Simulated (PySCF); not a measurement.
Bonds (- single, = double, # triple, : aromatic): N1#C2 1.147 Å, C2-C3 1.475 Å, C3-F4 1.345 Å, C3-F5 1.345 Å. C3 carries H6.

Geometry: PBE0-D3(BJ)/def2-TZVP; GIAO shifts from PySCF 2.14.0 with density-fitted response routines, gas phase, non-relativistic, averaged over equivalent atoms.

At KT3/pcSseg-2 (194 basis functions, 24 s wall time on 1 thread of an Arm Neoverse N1, shared host):
| atoms | δ (ppm) |
| --- | --- |
| N1 | 287.1 |
| C2 | 108.9 |
| C3 | 106.8 |
| F4/F5 | -140.2 |
| H6 | 6.32 |

Referencing at the same level of theory: ¹⁵N (261.05 ppm) vs NH3; ¹³C (183.24 ppm), ¹H (31.63 ppm) against TMS; CFCl3 for ¹⁹F (145.48 ppm).

Predict the values at B97-2/pcSseg-2 on the same geometry.

## Answers


| atoms | δ at B97-2/pcSseg-2 | change |
| --- | --- | --- |
| N1 | 307.1 | +20.0 |
| C2 | 117.8 | +8.9 |
| C3 | 107.1 | +0.3 |
| F4/F5 | -128.5 | +11.7 |
| H6 | 6.14 | -0.18 |

Chemical shifts δ = σref − σ; ¹⁵N (σ = 261.75 ppm) against NH3; ¹³C (σ = 185.38 ppm), ¹H (σ = 31.64 ppm) vs TMS; ¹⁹F (σ = 175.98 ppm) vs CFCl3, all at this level.

The largest change is at N1 (nitrile nitrogen). Cost: 194 basis functions, 18 s wall time on 1 thread of an Arm Neoverse N1, shared host.

Unscaled 19F shifts against computed CFCl3 carry errors that often reach 10 to 50 ppm. Experimental scales use liquid or dissolved standards, which lie at an offset from isolated NH3 (liquid NH3: subtract about 20 ppm). Unscaled 15N shifts of sp2 nitrogen come out 20 to 40 ppm too high even then.
